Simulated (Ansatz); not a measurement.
Consider the homolysis of the B–N bond: `BN[SiH3]` → `[BH2]`• + `[NH][SiH3]`•.

Program: Ansatz. Geometries: PBE0-D4/def2-TZVP. ΔE: electronic, gas phase. CCSD(T)/CBS adds triple-zeta CCSD(T) − MP2 to the extrapolated MP2 energy (def2 sets, frozen cores). This one scheme is used for every species. Functionals use def2-TZVPP. No spin–orbit coupling; open shells (•) take unrestricted orbitals.

`BN[SiH3]`:

Cartesian coordinates in Å:
```
B 0.894 0.969 -0.832
N 0.631 -0.164 -0.055
Si -0.908 -0.630 0.623
H -0.003 1.723 -1.080
H 2.005 1.165 -1.235
H 1.414 -0.776 0.133
H -1.317 -1.965 0.113
H -1.899 0.397 0.229
H -0.816 -0.719 2.104
```

`[BH2]`•:

```xyz
3

B    -0.156    0.185   -0.237
H    -0.614   -0.899   -0.056
H     0.771    0.714    0.293
```

`[NH][SiH3]`•:

Z-matrix (Å, degrees):
```
Si
N 1 1.753
H 1 1.491 2 110.8
H 1 1.481 2 109.3 3 120.7
H 1 1.491 2 109.1 3 -119.5
H 2 1.023 1 111.9 3 55.0
```

(1) What is ΔE at CCSD(T)/CBS? (An estimate is asked.)

(2) What do these levels give: revPBE-D4, BLYP-D4, r2SCAN-D4, r2SCANh-D4, PBE-QIDH, PBE, revPBE, BHLYP, MP2/def2-SVP, HF/def2-TZVPP, CCSD/def2-TZVPP, CCSD(T)/def2-TZVPP? (An estimate is asked.)

(3) What do rigid-rotor, harmonic-oscillator terms from PBE0-D4/def2-TZVP frequencies (298.15 K, 1 bar) make of the CCSD(T)/CBS value? (An estimate is asked.)

Largest T1 diagnostic among the species: 0.015.

Answers

(1) The calculation gave: +150.8 kcal/mol.

(2) Ansatz gave: revPBE-D4 144.2, BLYP-D4 144.8, r2SCAN-D4 143.4, r2SCANh-D4 143.3, PBE-QIDH 149.8, PBE 147.3, revPBE 140.2, BHLYP 142.3, MP2/def2-SVP 155.1, HF/def2-TZVPP 115.6, CCSD/def2-TZVPP 145.2, CCSD(T)/def2-TZVPP 148.0 kcal/mol.

(3) The calculation gave: ΔZPE = -8.1 kcal/mol, ΔH = +144.6 kcal/mol, ΔS = 177 J/(mol·K), ΔG = +131.9 kcal/mol. Open shells count their whole term as degenerate.

At CCSD(T), def2-SVP lies −0.9 kcal/mol from the extrapolated value and def2-TZVPP −2.8 kcal/mol. The D4 term adds +2.2 kcal/mol with B3LYP and +1.2 kcal/mol with PBE0; it sums over pairs of atoms, weighted by their polarisabilities, and B3LYP, whose exchange is more repulsive, gets the larger term. In def2-TZVPP, CCSD(T) changes the Hartree–Fock value by +32.4 kcal/mol (the triples alone add +2.8 kcal/mol) and MP2 by +38.7 kcal/mol; breaking electron pairs costs correlation energy, which Hartree–Fock lacks.

B3LYP here is the variant with VWN-RPA as its local correlation; programs differ in this.
